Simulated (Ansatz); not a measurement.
A nudged elastic band was laid between two geometries of CH$_{6}$Si (8 atoms, charge 0, multiplicity 1).

The calculation used Ansatz 0.2.0, RKS revPBE-D4/def2-TZVP.

- movable images: 7
- climbing image: yes
- spring: 5.0 eV/Å²
- optimiser: quadratic models (default)
- start path: through a guess of the saddle point
- force threshold: 0.03 eV/Å
- iteration limit: 60
- end points: relaxed

Initial state:

```xyz
8
Properties=species:S:1:pos:R:3
Si 0.380 0.011 0.047
C 0.873 -0.012 1.869
H -0.013 -0.126 2.512
H 1.556 -0.849 2.076
H 1.381 0.923 2.147
H 1.588 0.163 -0.825
H -0.549 1.152 -0.234
H -0.314 -1.263 -0.329
```

Final state:

```xyz
8
Properties=species:S:1:pos:R:3
Si 0.161 0.016 -0.871
C 1.208 0.018 1.742
H 0.140 -0.162 1.898
H 1.799 -0.809 2.153
H 1.503 0.982 2.170
H 1.489 0.063 0.648
H -0.757 1.048 -0.196
H -0.640 -1.156 -0.282
```

Task: Which bonds break or form, and what moves?

Result: Bonds broken: Si1–C2, Si1–H6. Bonds formed: C2–H6. CH6Si becomes CH4 + H2Si.

Task: What energy profile does the band end with?

Result: The run converged. The highest image is number 5 of 0 to 8, 268.5 kJ/mol above the first end and 65.4 kJ/mol above the last; the last end lies 203.1 kJ/mol above the first. A vibrational analysis at the climbing image gives one clearly imaginary mode, 1081i cm⁻¹: a first-order saddle point. The orbitals stay closed-shell, which can raise the energy where a bond breaks towards radicals; this wasn't checked here.

| image | path coordinate (Å) | energy (kJ/mol) | Si1–C2 (Å) | Si1–H6 (Å) | C2–H6 (Å) |
| --- | --- | --- | --- | --- | --- |
| 0 | 0.00 | 0.0 | 1.89 | 1.50 | 2.79 |
| 1 | 0.30 | 9.1 | 1.87 | 1.49 | 2.57 |
| 2 | 0.60 | 47.5 | 1.87 | 1.48 | 2.31 |
| 3 | 0.90 | 131.5 | 1.96 | 1.46 | 2.04 |
| 4 | 1.20 | 231.3 | 2.15 | 1.46 | 1.81 |
| 5 | 1.51 | 268.5 | 2.36 | 1.53 | 1.59 |
| 6 | 1.81 | 239.4 | 2.45 | 1.65 | 1.30 |
| 7 | 2.11 | 207.6 | 2.65 | 1.85 | 1.15 |
| 8 | 2.41 | 203.1 | 2.82 | 2.02 | 1.13 |

Task: What is the geometry of the highest image?

Result: 
```xyz
8
Properties=species:S:1:pos:R:3:forces:R:3
Si 0.257 0.022 -0.517 0.00 0.00 0.00
C 1.012 0.007 1.718 0.01 -0.01 0.00
H 0.017 -0.127 2.147 0.00 0.00 0.00
H 1.666 -0.842 1.938 0.00 0.00 0.00
H 1.455 0.966 2.006 0.00 0.00 0.00
H 1.587 0.110 0.234 0.00 0.01 0.00
H -0.655 1.136 -0.079 0.00 0.00 0.00
H -0.437 -1.271 -0.185 0.00 0.00 0.01
```

Task: What are the harmonic wavenumbers there?

Result: 1081i, 110, 369, 498, 605, 749, 761, 951, 968, 1114, 1402, 1419, 2079, 2122, 2132, 3015, 3127, 3145 cm⁻¹.

Run time: 110 s on 2 threads of Arm Neoverse V1, with other jobs on the host, peak memory 0.15 GiB.
